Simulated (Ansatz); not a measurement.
# Relative stability

Two relaxed structures of Al2BH5, singlet (PBE0-D4/def2-TZVP; forces vanish, vibrations not checked).

A:

B1  (-0.502, 0.531, -0.577)
Al2  (1.426, 0.983, -0.621)
Al3  (-0.653, -1.037, 0.813)
H4  (-0.763, 0.122, -1.685)
H5  (-1.051, 1.517, -0.140)
H6  (3.005, 1.228, -0.539)
H7  (-0.551, -2.572, 0.380)
H8  (-0.911, -0.772, 2.369)
(Å)

B:

```
8
angstrom
B -0.3239 0.5164 -1.3265
Al 1.2351 0.7243 0.1409
Al -0.2965 -1.0582 0.1421
H -1.3797 0.1242 -0.7263
H -0.1002 1.6182 -0.7216
H 2.5341 1.6108 0.0394
H -0.9761 -2.4760 0.0320
H -0.5845 0.7426 -2.4708
```

Ansatz 0.2.0; basis: def2-TZVPP; cores frozen in the correlated methods. B3LYP uses VWN-RPA correlation.

(1) Which structure is lower at CCSD(T), and by how much? (Judge from chemistry; the value comes from the calculation.)

The T1 diagnostic stays at or below 0.016.

Results:

(1) By the calculation: B, by 0.332 eV (electronic energy, against the other). By their contacts, A is Al₂BH₅ ([AlH][BH2][AlH2]) and B is Al₂BH₅ ([H]1[AlH]2[AlH]3[H][BH]123).

All methods give the same order:

```csv
method,E(B) − E(A) (eV)
PBE-D4,-0.317
r2SCAN-D4,-0.390
PBE0-D4,-0.365
B3LYP-D4,-0.157
wB97M-V,-0.235
HF,-0.187
MP2,-0.285
CCSD,-0.314
CCSD(T),-0.332
```

Labels in which every atom is bracketed show which atoms are joined, not bond orders.

For scale, one of the runs: CCSD(T)/def2-TZVPP, 185 basis functions, launched by `ansatz run in.yaml --threads 2 --pin off --events-out ev --progress --plain --max-ram 4352MiB`. Time: 15 s of wall clock on 2 CPU threads of an Intel Xeon Platinum 8488C; the host was shared. Peak host memory: 1.7 GiB.
